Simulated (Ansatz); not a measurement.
# BH3Cl (doublet): the correlation ladder at distance Cl1–H2 along a hydrogen transfer = 1.372 Å, cc-pVDZ

How much of the correlation energy of BH3Cl (doublet) does each wave-function method recover here?

Computed with Ansatz 0.2.0, Gaussian basis. Level: cc-pVDZ, core rule «outside noble gas», up to 6 orbitals frozen.

The runs, in order: UHF; CCSD(T) on ROHF; CCSD(T) on UHF; BCCD(T) on ROHF; CISD; CCSDT(Q) on ROHF; CCSDT(Q) on UHF; CASSCF and MRCISD+Q, 3 electrons in 3 orbitals; CASSCF and NEVPT2, 3 electrons in 3 orbitals.

12 further runs of the same task are left out: 5 for a known fault of the program, 1 for a mislabelled method, 6 that didn't finish.

## (1) The system

The geometry derives from fragments relaxed apart (PBE0/def2-TZVP) and kept rigid, so it is no stationary point. A hydrogen atom is moved between rigid fragments.

5 atoms, charge 0, spin multiplicity 2.

Atoms are counted from 1 here; the program's logs count them from 0.

Bond lengths: Cl1–H2 1.372 Å, B3–H4 1.191 Å, B3–H5 1.191 Å. Angles: H4–B3–H5 129.4°.

## (2) UHF

in.yaml reads:

```yaml
crystal:
  periodic: [false, false, false]
  atoms:
    - {symbol: Cl, position_ang: [-0.856157, 0.000000, 0.000000]}
    - {symbol: H, position_ang: [0.515843, 0.000000, 0.000000]}
    - {symbol: B, position_ang: [2.245843, 0.000000, 0.000000]}
    - {symbol: H, position_ang: [2.754916, 0.000000, 1.077008]}
    - {symbol: H, position_ang: [2.754916, 0.000000, -1.077008]}
basis:
  gaussian: {orbitals: cc-pVDZ}
magnetization: {spin_polarized: true, initial_magnetization: 1}
hamiltonian: {xc: hf}
output: {orbitals: {seedname: orbitals}}
```

Started as:

```sh
> ansatz run in.yaml --threads 1 --pin off --events-out ev --progress --plain --max-ram 2393MiB
```

After this run come: CCSD(T) on ROHF; CCSD(T) on UHF; BCCD(T) on ROHF; CISD; CCSDT(Q) on ROHF; CCSDT(Q) on UHF; CASSCF and MRCISD+Q, 3 electrons in 3 orbitals; CASSCF and NEVPT2, 3 electrons in 3 orbitals.

**Question.** What will the summary of the whole plan be? Wanted: UCCSDT(Q) below the RHF energy; RMP2 from UCCSDT(Q); UMP2 from UCCSDT(Q); RCCSD from UCCSDT(Q); RCCSD(T) from UCCSDT(Q); UCCSD(T) from UCCSDT(Q); RCCSDT(Q) from UCCSDT(Q); NEVPT2 pair from UCCSDT(Q); MRCISD+Q pair from UCCSDT(Q).

The runs gave:

```
                         quantity                                                                  value
   UCCSDT(Q) below the RHF energy                                                             -7.2274 eV
              RMP2 from UCCSDT(Q)                                                          +107.7 kJ/mol
              UMP2 from UCCSDT(Q)                                                          +108.3 kJ/mol
             RCCSD from UCCSDT(Q)                                                           +14.9 kJ/mol
          RCCSD(T) from UCCSDT(Q)                                                            +2.8 kJ/mol
          UCCSD(T) from UCCSDT(Q)                                                            +2.8 kJ/mol
         RCCSDT(Q) from UCCSDT(Q)                                                             0.0 kJ/mol
       NEVPT2 pair from UCCSDT(Q)                                                          +105.3 kJ/mol
     MRCISD+Q pair from UCCSDT(Q)                                                            +3.7 kJ/mol
levels within 1 kcal/mol (43 meV)  RCCSD(T), UCCSD(T), BCCD(T), RCCSDT, UCCSDT, RCCSDT(Q), MRCISD+Q pair
                    T1 diagnostic                                                                  0.016
```

In words: RCCSD(T) misses by +2.8 kJ/mol, 0.4 % of the correlation energy. Of the multireference levels listed MRCISD+Q pair comes nearest in total energy (+3.7 kJ/mol), which doesn't show that its space is the better one. These misses are within one basis, not against nature; the frozen cores of restricted and unrestricted runs differ, which can shift their rows.
